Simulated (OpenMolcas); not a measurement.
**B2NH5 (SMILES BNB): levels of theory compared**

We compute a comparison of 6 runs (B2PLYP/aug-cc-pVDZ, BLYP/aug-cc-pVDZ, SVWN5/aug-cc-pVDZ, r2SCAN/aug-cc-pVDZ, MP2/aug-cc-pVDZ, CCSD(T)/aug-cc-pVDZ) of B2NH5. 

The results are computed with OpenMolcas 26.06.

### Step 1. Starting point

The species is B2NH5 (8 atoms), meant as a singlet with charge 0. As SMILES, `BNB`. The coordinates come from a PBE0-D4/def2-TZVP relaxation.

Bond lengths: B1–N2 1.417 Å, N2–B3 1.417 Å, B1–H4 1.194 Å, B1–H5 1.197 Å, N2–H6 1.011 Å, B3–H7 1.197 Å, B3–H8 1.194 Å. Angles: B1–N2–B3 125.8°, B1–N2–H6 117.1°, B3–N2–H6 117.1°, N2–B1–H4 118.5°, N2–B1–H5 119.5°, N2–B3–H7 119.4°, N2–B3–H8 118.5°, H4–B1–H5 122.0°, H7–B3–H8 122.0°.

### Step 2. The energy at B2PLYP/aug-cc-pVDZ (run 1)

The input, calc.input:

```
&GATEWAY
BasLib=$CurrDir
BasisSet
B.aug-cc-pVDZ....
B1 -0.828200 0.654900 -0.693300 angstrom
B3 0.695200 -0.910900 0.567700 angstrom
End of Basis
BasisSet
N.aug-cc-pVDZ....
N2 0.260000 0.377700 0.170800 angstrom
End of Basis
BasisSet
H.aug-cc-pVDZ....
H4 -1.449400 -0.261400 -1.140100 angstrom
H5 -1.097800 1.791200 -0.954100 angstrom
H6 0.771000 1.169500 0.536500 angstrom
H7 1.631600 -1.014200 1.305600 angstrom
H8 0.109700 -1.864100 0.150900 angstrom
End of Basis
&SEWARD
GridInput
Grid=UltraFine
End of Grid
&SCF
KSDFT=B2PLYP_SCF
Thresholds=1e-10 1e-07 1e-07 1e-05
PrOrbitals=1 2
&MBPT2
Frozen=3
```

The basis set aug-cc-pVDZ is read from a file made from the Basis Set Exchange's data (not shown).

Command:

```
$ export MOLCAS_MEM=1860
$ pymolcas calc.input > calc.log
```

The log of the run:

```text
--- Start Module: gateway ---
[...]
--- Stop Module: gateway /rc=_RC_ALL_IS_WELL_ ---
[...]
      Basis functions          114
[...]
--- Start Module: scf ---
[...]
       Convergence after  11 Iterations
[...]
::    Total KS-DFT energy                            -107.2727830534
[...]
      Total spin, S                                     0.0000000000
[...]
      Total electronic charge=   22.000000
      Total            charge=   -0.000000
[...]
      Dipole Moment (debye):
      Origin of the operator (angstrom)=    0.0522    0.0558    0.0221
                   X=  5.9527E-01               Y=  9.2319E-01               Z=  4.2612E-01           Total=  1.1782E+00
      Quadrupole Moment (debye*angstrom):
[...]
--- Stop Module: scf /rc=_RC_ALL_IS_WELL_ ---
[...]
--- Start Module: mbpt2 ---
[...]
 ###    WARNING: MP2 implementation intended for RHF references only         ###
 ###############################################################################
MBPT2 WARNING: Reference function according to RunFile:KS-DFT
I'll assume you know what you're doing and continue
WARNING!
Default frozen orbitals as non valence orbitals is overwritten by user input.
Default values:   3
[...]
       Reference weight ( Cref**2 )         =        0.83889
::    Total MBPT2 energy                             -107.7037764173
[...]
      Total MBPT2 calculations                           0.49      0.52
--- Stop Module: mbpt2 /rc=_RC_ALL_IS_WELL_ ---
[...]
```

Run time: 37 s. Hardware: 1 thread of Arm Neoverse V2, shared host; peak memory 0.69 GiB.

### Step 3. Energy and gradient at BLYP/aug-cc-pVDZ (run 2)

The input, mol.input:

```
&GATEWAY
  BASLIB=$CurrDir
  COORD
  8
  bohr
  B     -1.56507118     1.23758164    -1.31014712
  N      0.49132879     0.71374956     0.32276522
  B      1.31373760    -1.72135153     1.07279752
  H     -2.73896905    -0.49397441    -2.15447675
  H     -2.07454134     3.38487743    -1.80298770
  H      1.45697884     2.21003470     1.01383807
  H      3.08327714    -1.91656024     2.46722643
  H      0.20730296    -3.52263847     0.28515967
  BASIS=aug-cc-pVDZ
  GROUP=NoSym

&SEWARD
  GRIDINPUT
  Grid=UltraFine
  End of Grid

&SCF
  KSDFT=BLYP
  THRESHOLDS=1e-10 1e-07 1e-07 1e-05
  PRORBITALS=1

&ALASKA
```

The basis set aug-cc-pVDZ is read from a file made from the Basis Set Exchange's data (not shown).

Command:

```
$ export MOLCAS_MEM=1860
$ pymolcas mol.input > mol.log
```

The log of the run:

```text
--- Start Module: gateway ---
[...]
--- Stop Module: gateway /rc=_RC_ALL_IS_WELL_ ---
[...]
      Basis functions          114
[...]
--- Start Module: scf ---
[...]
       Convergence after  13 Iterations
[...]
::    Total KS-DFT energy                            -107.4518534704
[...]
      Total spin, S                                     0.0000000000
[...]
      Total electronic charge=   22.000000
      Total            charge=   -0.000000
[...]
      Dipole Moment (debye):
      Origin of the operator (angstrom)=    0.0522    0.0558    0.0221
                   X=  6.3521E-01               Y=  9.8498E-01               Z=  4.5468E-01           Total=  1.2571E+00
      Quadrupole Moment (debye*angstrom):
[...]
--- Stop Module: scf /rc=_RC_ALL_IS_WELL_ ---
[...]
--- Start Module: alaska ---
[...]
 *              Molecular gradients               *
 **************************************************
  Irreducible representation: a
 ------------------------------------------------------------------------------------------
                              X                       Y                       Z
 ------------------------------------------------------------------------------------------
  B1                6.33340561179585E-03   -2.53655105840833E-03    5.11048404830605E-03
  N2                8.01050913187940E-04    1.12418390438229E-03    5.70639074668255E-04
  B3               -3.29017758898353E-03    7.37713356765290E-03   -2.92057727905481E-03
  H4                2.37963728066104E-03    3.23901196914189E-03    1.70879068934759E-03
  H5                9.38174038878303E-04   -4.10436211627641E-03    8.98891676291091E-04
  H6               -5.83158898850988E-03   -9.02052362671846E-03   -4.17225492259887E-03
  H7               -3.35795624102753E-03    3.31055670724778E-04   -2.63545494726536E-03
  H8                2.02745497403267E-03    3.59005168947668E-03    1.43948166030106E-03
[...]
--- Stop Module: alaska /rc=_RC_ALL_IS_WELL_ ---
[...]
```

It took 49 s on 1 thread of Arm Neoverse V2, shared host; peak memory 0.69 GiB.

Runs 3 to 5 aren't shown in full; the table further down has their settings and results.

### Step 4. The energy at CCSD(T)/aug-cc-pVDZ (Cholesky decomposition) (run 6)

The input, job.input:

```
&GATEWAY
 BASLIB=$CurrDir
 COORD
 8
 angstrom
 B       -0.828200       0.654900      -0.693300
 N        0.260000       0.377700       0.170800
 B        0.695200      -0.910900       0.567700
 H       -1.449400      -0.261400      -1.140100
 H       -1.097800       1.791200      -0.954100
 H        0.771000       1.169500       0.536500
 H        1.631600      -1.014200       1.305600
 H        0.109700      -1.864100       0.150900
 BASIS=aug-cc-pVDZ
 GROUP=NoSym

&SEWARD
 HIGH

&SCF
 THRESHOLDS=1e-10 1e-07 1e-07 1e-05
 PRORBITALS=1 2

&CHCC
 FROZEN=3
 THRESHOLD=1e-08
 MAXITERATIONS=80

&CHT3
 FROZEN=3
```

The basis set aug-cc-pVDZ is read from a file made from the Basis Set Exchange's data (not shown).

Command:

```
$ export MOLCAS_MEM=1860
$ pymolcas job.input > job.log
```

The log of the run:

```text
--- Start Module: gateway ---
[...]
--- Stop Module: gateway /rc=_RC_ALL_IS_WELL_ ---
[...]
      Basis functions          114
[...]
       Convergence after  11 Iterations
[...]
::    Total SCF energy                               -106.7930129710
[...]
      Total spin, S                                     0.0000000000
[...]
      Total electronic charge=   22.000000
      Total            charge=   -0.000000
[...]
      Dipole Moment (debye):
      Origin of the operator (angstrom)=    0.0522    0.0558    0.0221
                   X=  5.6910E-01               Y=  8.8272E-01               Z=  4.0741E-01           Total=  1.1265E+00
      Quadrupole Moment (debye*angstrom):
[...]
--- Start Module: chcc ---
[...]
--- Stop Module: chcc /rc=_RC_ALL_IS_WELL_ ---
[...]
--- Start Module: cht3 ---
[...]
--- Stop Module: cht3 /rc=_RC_ALL_IS_WELL_ ---
[...]
```

It took 4.1 min on 1 thread of Arm Neoverse V2, shared host; peak memory 0.28 GiB.

### Step 5. Overview of the runs

```tsv
run	level	task	frozen core orbitals	energy (Eh)	dipole moment (D) of the reference	HOMO energy (eV)	LUMO energy (eV)	wall time
1	B2PLYP/aug-cc-pVDZ	energy	3	-107.389151	1.18	-10.55	-0.04	37 s
2	BLYP/aug-cc-pVDZ	gradient	–	-107.451853	1.26	-7.70	-2.26	49 s
3	SVWN5/aug-cc-pVDZ	gradient	–	-106.436674	1.30	-7.74	-2.71	36 s
4	r2SCAN/aug-cc-pVDZ	gradient	–	-107.434421	1.25	-8.06	-1.99	69 s
5	MP2/aug-cc-pVDZ	energy	3	-107.144784	1.13	-12.66	1.02	11 s
6	CCSD(T)/aug-cc-pVDZ (Cholesky decomposition)	energy	3	-107.195441	1.13	-12.66	1.02	4.1 min
```

### Step 6. What came out

| quantity | value |
| --- | --- |
| run 6: total energy | -107.19544 Eh |
| run 6: dipole moment (mean-field density) | 1.13 D |
| run 6: HOMO energy (Hartree–Fock orbitals) | -12.66 eV |
| run 6: LUMO energy (Hartree–Fock orbitals) | 1.02 eV |
| run 6: HOMO–LUMO gap (Hartree–Fock orbitals) | 13.68 eV |
| run 6: correlation energy (3 core orbitals frozen) | -402.4 mEh |
| run 6: (T) correction | -11.61 mEh |

Over runs 1, 2, 3, 4 the dipole moment (its size) runs from 1.18 D (B2PLYP/aug-cc-pVDZ) to 1.30 D (SVWN5/aug-cc-pVDZ). A double hybrid's value is that of its SCF part. Over runs 1, 2, 3, 4 the HOMO–LUMO gap runs from 5.03 eV (SVWN5/aug-cc-pVDZ) to 10.51 eV (B2PLYP/aug-cc-pVDZ). For B2PLYP the log adds the whole second-order term; the table takes 0.27 of it, as the functional is defined. Totals of different functionals can't be ranked against each other. All runs together took 7.5 min, the longest 4.1 min.
